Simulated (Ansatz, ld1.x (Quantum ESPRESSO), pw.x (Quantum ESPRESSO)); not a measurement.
silver: one change to the RRKJ potential, in the atom and in the fcc crystal

```json
{
 "Element": "silver",
 "Generator": "ld1.x (Quantum ESPRESSO) 7.5",
 "Type": "norm-conserving RRKJ (Kleinman–Bylander form)",
 "Functional": "PBE",
 "Relativity": "scalar-relativistic",
 "Frozen core": "[Kr]",
 "Valence charge": "11",
 "Reference configuration": "4d10 5s1 5p0",
 "Partial waves": "5s (bound): rc 2.35 bohr; 5p (bound, empty): rc 3.70 bohr; 4d (bound): rc 2.00 bohr",
 "Local potential": "all-electron potential smoothed inside 2.40 bohr (lloc = -2)",
 "Core correction": "none",
 "rho0": "0.01"
}
```

Change: all radii scaled by about 1.31 (s 3.08, p 4.86, d 2.62 bohr); local potential all-electron potential smoothed inside 3.16 bohr (lloc = -2).

Cutoffs, loose and tight: the cutoffs (Ry, on a coarse ladder) from which the occupation-weighted sum of valence levels, in a spherical-Bessel basis at the reference potential, stays within 10 and 1 mRy of its value at 400 Ry. They do not see the model core or the augmentation charge, which bear on the density cutoff. Test errors are all-electron minus pseudo excitation energies from the reference, over the configurations 4d10 5s0 5p0; 4d9 5s0 5p0; 4d8 5s0 5p0; 4d9 5s2 5p0; 4d10 5s0.5 5p0; 4d9 5s1 5p1; 4d10 5s0 5p1; variants that change the core or the reference have their own tests.

Crystal test: fcc Ag in pw.x 7.5, no spin, 14³ k-points, Fermi–Dirac smearing 0.01 Ry, cutoffs set for each file from its atomic test. The reference is all-electron LAPW (Ansatz 0.2.0) with the same functional, mesh and smearing; V0 and B0 come from Birch–Murnaghan fits to the pressures at five volumes. Errors are pseudo minus all-electron; Δ is the rms difference of the E(V) curves that follow from these fits, minima aligned, over ±6 % about the mean V0. Mesh and smearing are coarse, so the numbers serve the comparison and aren't converged zero-temperature values; the lattice is a test structure that the element need not adopt.

All-electron: a0 = 4.149 Å (V0 = 17.85 Å³/atom), B0 = 90.5 GPa.

Problem. Does the change bring the crystal closer to the all-electron result?

Solution. The mean pressure error goes from +1.24 to +9.87 GPa, so the change moves the solid further from the all-electron pressures.

| quantity | base | changed |
| --- | --- | --- |
| outcome (atom) | generated | generated |
| cutoff, loose (atom) | 40 Ry | 30 Ry |
| cutoff, tight (atom) | 60 Ry | 40 Ry |
| bound ghosts (atom) | none | none |
| largest test error (meV) (atom) | -278 | -199 over the solved tests; 1 of 7 tests not solved or not reliable |
| cutoffs in pw.x (Ry) | 75/300 | 50/200 |
| a0 (Å) | 4.167 | – |
| a0 error (%) | +0.44 | – |
| B0 error (%) | -0.5 | – |
| Δ (meV/atom) | 4.7 | – |
| mean pressure error (GPa) | +1.24 | +9.87 |

A dash: not determined, or the minimum lies outside the volumes sampled.

Base: The largest radius (3.70 bohr) exceeds half the bond length (2.77 bohr), so the spheres overlap, which is one possible source of error among others. Changed file: The largest radius (4.86 bohr) exceeds half the bond length (2.77 bohr), so the spheres overlap, which is one possible source of error among others. This is a poor potential for the solid. Atomic configuration tests: 1 of 7 tests not solved or not reliable. The atomic cutoffs weigh occupied waves only.
